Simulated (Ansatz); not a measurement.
# PH5O (SMILES O.P): a short trajectory

Aim: follow the atoms for 40 steps of 0.5 fs with a Langevin thermostat, with velocities drawn for 300 K.

Computed with Ansatz 0.2.0, Gaussian basis. Level: PBE0-D4/def2-SVP.

92 further runs of the same task are left out: 92 set aside as unsound or not needed.

## Step 1: Where the work starts

The start, a pair relaxed at PBE0-D4: SMILES `O.P`, 7 atoms, charge 0, spin multiplicity 1.

Atoms are counted from 1 here; the program's logs count them from 0.

Bond lengths: O1–H2 0.960 Å, O1–H3 0.960 Å, P4–H5 1.419 Å, P4–H6 1.420 Å, P4–H7 1.420 Å. Angles: H2–O1–H3 105.2°, H5–P4–H6 93.7°, H5–P4–H7 93.8°, H6–P4–H7 93.2°.

Coordinates:

```xyz
7
H5OP
O    -0.0832   -0.1473   -2.0141
H    -0.2051   -1.0131   -2.4101
H    -0.8561    0.3592   -2.2735
P    -0.1647    0.5368    1.7967
H     0.1736    0.1697    0.4679
H    -0.0332   -0.7874    2.2927
H     1.1688    0.8821    2.1403
```

## Step 2: The run

File md/in.yaml:

```yaml
crystal:
  periodic: [false, false, false]
  atoms:
    - {symbol: O, position_ang: [-0.083162, -0.147341, -2.014150]}
    - {symbol: H, position_ang: [-0.205140, -1.013131, -2.410107]}
    - {symbol: H, position_ang: [-0.856122, 0.359218, -2.273505]}
    - {symbol: P, position_ang: [-0.164689, 0.536752, 1.796731]}
    - {symbol: H, position_ang: [0.173625, 0.169708, 0.467908]}
    - {symbol: H, position_ang: [-0.033193, -0.787368, 2.292711]}
    - {symbol: H, position_ang: [1.168782, 0.882064, 2.140312]}
basis:
  gaussian: {orbitals: def2-SVP}
hamiltonian: {xc: pbe0, dispersion: d4}
md: {n_steps: 40, timestep: 0.5, temperature: 300, ensemble: nvt_langevin, seed: 249, friction: 0.002, initial_velocities: maxwell_boltzmann}
```

The run is started by

```sh
> ansatz run in.yaml --threads 2 --pin off --events-out ev --progress --plain --max-ram 5222MiB
```

Before running it: what results should come out? Wanted: temperature at the start; mean temperature, second half; lowest and highest potential energy, from the first frame; largest change of potential + kinetic.

As calculated:

| quantity | value |
| --- | --- |
| length | 40 steps, 20.0 fs |
| temperature at the start | 257 K |
| mean temperature, second half | 231 K |
| lowest and highest potential energy, from the first frame | 0 and 103 meV |
| largest change of potential + kinetic | 50.5 meV |

What this shows: The thermostat trades energy with the molecule, so the sum of potential and kinetic energy isn't conserved: it changes by +49 meV over the run. The mean temperature of the second half is still well below the 300 K set. The instant temperature ranges from 169 to 261 K, as energy passes between motion and strain. The bonding pattern stays as it was. Under Langevin the temperature counts 3N degrees of freedom, more than the drawn velocities fill, so it starts at 257 K, not 300 K.
